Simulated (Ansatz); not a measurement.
**Ansatz input wanted**

BNH4 has 6 atoms, charge 0, and is taken as a singlet. As SMILES, `[H]B([H])N`. Geometry: relaxed at GFN2-xTB.

```xyz
6

B     0.3419    0.5951    0.0037
H     1.3301    0.6743    0.6274
H    -0.0786    1.4968   -0.6141
N    -0.3454   -0.5987   -0.0039
H    -1.1993   -0.7506   -0.5151
H    -0.0488   -1.4170    0.5020
```

Settings wanted:

* basis set: STO-3G
* integral approximation: none
* task: energy
* method: CCSD(T)
* dispersion: none
* reference: RHF
* relativity: none
* accuracy: high
* frozen core orbitals: 2

Give an Ansatz 0.2.0 job that does this.

This one ran through:

run.yaml:
```yaml
crystal:
  periodic: [false, false, false]
  atoms:
    - {symbol: B, position_ang: [0.341950, 0.595150, 0.003650]}
    - {symbol: H, position_ang: [1.330110, 0.674300, 0.627440]}
    - {symbol: H, position_ang: [-0.078600, 1.496820, -0.614110]}
    - {symbol: "N", position_ang: [-0.345390, -0.598720, -0.003870]}
    - {symbol: H, position_ang: [-1.199300, -0.750580, -0.515060]}
    - {symbol: H, position_ang: [-0.048780, -1.416960, 0.501960]}
basis:
  gaussian:
    orbitals: STO-3G
accuracy: high
scf:
  omitted_lower_state_checks: [cluster_reference, increment]
correlation:
  method: ccsd_t
  frozen_orbitals: {B: 1, H: 0, "N": 1}
```

```bash
$ ansatz run run.yaml --threads 1 --pin off --max-ram 2610MiB --events-out events.jsonl --progress --plain --runs-dir runs
```

Calculated total energy: -80.58518 Eh. The T1 diagnostic is large.
